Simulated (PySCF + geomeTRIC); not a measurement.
Level of theory: TPSS-D3(BJ)/def2-SVP (PySCF + geomeTRIC). fastk is a local helper that only speeds up exchange builds. No frequencies were computed at this level.

```python
import json, numpy as np
from pyscf import gto, dft
from fastk import lowrank_exchange
atoms = """
C      0.588901     0.044273     0.255193
C     -0.588887    -0.044343     0.082304
H      1.624764     0.122223     0.407132
H     -1.624777    -0.122151    -0.069525
"""
def scf(charge, spin, dm0=None):
    mol = gto.M(atom=atoms, basis='def2-svp', ecp={}, charge=charge, spin=spin, verbose=3, max_memory=15120)
    mf = dft.KS(mol, xc='tpss').density_fit(auxbasis="def2-universal-jkfit")
    mf.disp = 'd3bj'
    mf.grids.level = 3
    mf.conv_tol = 1e-8
    mf.max_cycle = 120
    mf.level_shift = 0.25
    mf.kernel(dm0)
    if not mf.converged:
        mf = mf.newton().run(mf.mo_coeff, mf.mo_occ).undo_soscf()
    return mf
mf = scf(0, 0)
from pyscf.geomopt.geometric_solver import kernel as optimize
path = []
done, mol = optimize(mf, maxsteps=120, assert_convergence=False, callback=lambda env: path.append((env["energy"], bool(env["g_scanner"].converged))))
res = dict(converged=bool(done and path[-1][1]), energy=path[-1][0], path=[e for e, c in path], xyz=mol.atom_coords(unit="Angstrom").tolist(), nao=mol.nao)
json.dump(res, open("result.json", "w"))
```

Output:

```
converged SCF energy = -77.2855464311663
Geometry optimization cycle 1
converged SCF energy = -77.2855464311207
cycle 1: E = -77.2855464311  dE = -77.2855  norm(grad) = 0.0456173
Geometry optimization cycle 2
converged SCF energy = -77.2874649321869
cycle 2: E = -77.2874649322  dE = -0.0019185  norm(grad) = 0.00211928
Geometry optimization cycle 3
converged SCF energy = -77.2874718423366
cycle 3: E = -77.2874718423  dE = -6.91015e-06  norm(grad) = 0.000178149
Geometry optimization cycle 4
converged SCF energy = -77.2874718814735
cycle 4: E = -77.2874718815  dE = -3.91369e-08  norm(grad) = 5.2006e-05
<class 'geometric.internal.Distance'> : 3
<class 'geometric.internal.LinearAngle'> : 4
<class 'geometric.internal.TranslationX'> : 1
<class 'geometric.internal.TranslationY'> : 1
<class 'geometric.internal.TranslationZ'> : 1
<class 'geometric.internal.RotationA'> : 1
<class 'geometric.internal.RotationB'> : 1
<class 'geometric.internal.RotationC'> : 1
Step    0 : Gradient = 2.281e-02/2.431e-02 (rms/max) Energy = -77.2855464311
Step    1 : Displace = 2.887e-02/3.927e-02 (rms/max) Trust = 1.000e-01 (=) Grad = 1.060e-03/1.499e-03 (rms/max) E (change) = -77.2874649322 (-1.919e-03) Quality = 0.920
Step    2 : Displace = 1.614e-03/2.258e-03 (rms/max) Trust = 1.414e-01 (+) Grad = 8.907e-05/1.154e-04 (rms/max) E (change) = -77.2874718423 (-6.910e-06) Quality = 1.070
Step    3 : Displace = 1.195e-04/1.806e-04 (rms/max) Trust = 2.000e-01 (+) Grad = 2.600e-05/2.827e-05 (rms/max) E (change) = -77.2874718815 (-3.914e-08) Quality = 1.097
Converged! =D
```

Cost: about 21 core-seconds (a rough figure).
